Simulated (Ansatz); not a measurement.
# CH₂Si (quintet): wave-function methods side by side, def2-QZVPP

The task here is to estimate one member of a computed series from the others.

Program: Ansatz 0.2.0, Gaussian basis. Level of theory: def2-QZVPP, core rule «outside noble gas», up to 6 orbitals frozen. These are calculated values, not measurements.

The runs, in order: UHF; ROHF; CCSD(T) on UHF.

2 further runs of the same task are left out: 2 set aside as unsound or not needed.

## What is computed

The geometry is a PBE0/def2-TZVP stationary point (not a proven minimum) of the parent state, kept for this charge and spin.

4 atoms, charge 0, spin multiplicity 5.

Atoms are counted from 1 here; the program's logs count them from 0.

Bond lengths: Si1–C2 1.820 Å, Si1–H3 1.492 Å, Si1–H4 1.492 Å. Angles: C2–Si1–H3 125.7°, C2–Si1–H4 125.7°, H3–Si1–H4 108.7°.

The first run:

Input file in.yaml:

```yaml
crystal:
  periodic: [false, false, false]
  atoms:
    - {symbol: Si, position_ang: [0.000000, 0.000000, 0.477506]}
    - {symbol: C, position_ang: [0.000000, 0.000000, -1.342750]}
    - {symbol: H, position_ang: [0.000000, 1.212489, 1.347482]}
    - {symbol: H, position_ang: [0.000000, -1.212489, 1.347482]}
basis:
  gaussian: {orbitals: "def2-QZVPP.json"}
magnetization: {spin_polarized: true, initial_magnetization: 4}
hamiltonian: {xc: hf}
output: {orbitals: {seedname: orbitals}}
```

Command:

```
$ ansatz run in.yaml --threads 1 --pin off --events-out ev --progress --plain --max-ram 2393MiB
```

Steps of the session up to this table: UHF; ROHF; CCSD(T) on UHF.

One table of the session follows, with a row left open; its other results are not shown here.

| method | from UCCSD(T) (meV) |
| --- | --- |
| ROHF | +6387.3 |
| UHF | +6250.2 |
| UMP2 | ? |
| UCCSD | +226.9 |
| UCCSD(T) | 0 |

Estimate the missing values for UMP2.

The run gave: from UCCSD(T) (meV): +1118.1. In the column «from UCCSD(T) (meV)» it lies between UCCSD (+226.9) and UHF (+6250.2).
